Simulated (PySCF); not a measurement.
**The bond of CCl+, level by level**

The task here is to estimate one member of a computed series from the others.

Computed with PySCF 2.14.0. Level: C def2-TZVPPD, Cl def2-TZVPPD, no relativity.

The first run:

A driver script around PySCF takes these settings:

```json
{"atoms": "C, Cl", "charge": "1", "basis": "C def2-TZVPPD, Cl def2-TZVPPD", "Hamiltonian": "no relativity", "basis functions": "88", "electrons treated": "22", "masses in u": "12.0000, 34.9689", "levels": "PBE0, PBE, r²SCAN, M06, TPSS, r²SCANh, BP86, TPSSh, CAM-B3LYP, HF, MP2, SCS-MP2, CCSD, CCSD(T)", "grid": "80 radial by 434 angular points", "occupations": "held fixed by the projection of orbital angular momentum", "dissociation limit": "C+ + Cl, each in its ground configuration", "starting distance in angstrom": "1.780", "values of 2S to try": "0, 2"}
```

Launch:

```
> OMP_NUM_THREADS=2 python dia.py task.json out
```

Among the steps run: The job; First curve: PBE0; Higher solutions at PBE0; PBE; r²SCAN (meta-GGA); M06; TPSS (meta-GGA); r²SCANh; BP86; TPSSh (hybrid meta-GGA); CAM-B3LYP; RHF (mean field); Adding correlation.

One table of the session follows, with a row left open; its other results are not shown here.

Energy (eV) from each level's lowest point:

```
R (Å)    RHF  RHF-MP2  RHF-SCS-MP2  RHF-CCSD  RHF-CCSD(T)
1.323  1.477    1.628        1.639       n/a          n/a
1.385  0.600    0.706        0.714     0.740        0.808
1.447      ?        ?            ?         ?            ?
1.493  0.006    0.037        0.039     0.048        0.069
1.539  0.000    0.000        0.000     0.000        0.000
1.585  0.096    0.067        0.064     0.055        0.032
1.647  0.340    0.276        0.269     0.245        0.190
1.724  0.774    0.675        0.661     0.614        0.517
1.816  1.403    1.284        1.256     1.169        1.021
1.939  2.313    2.221        2.160       n/a          n/a
```

**Question.** Estimate the row for R (Å) = 1.447.

Worked estimate for «RHF». A straight line through the neighbours (1.385, 0.600) and (1.493, 0.006) gives 0.600 + (0.006 − 0.600) × (1.447 − 1.385) / (1.493 − 1.385) = 0.259; a parabola fitted to 4 rows on both sides gives 0.125.

As computed: RHF: 0.144; RHF-MP2: 0.206; RHF-SCS-MP2: 0.211; RHF-CCSD: 0.227; RHF-CCSD(T): 0.269. In «RHF» the line misses by +0.115 and the parabola by -0.019.
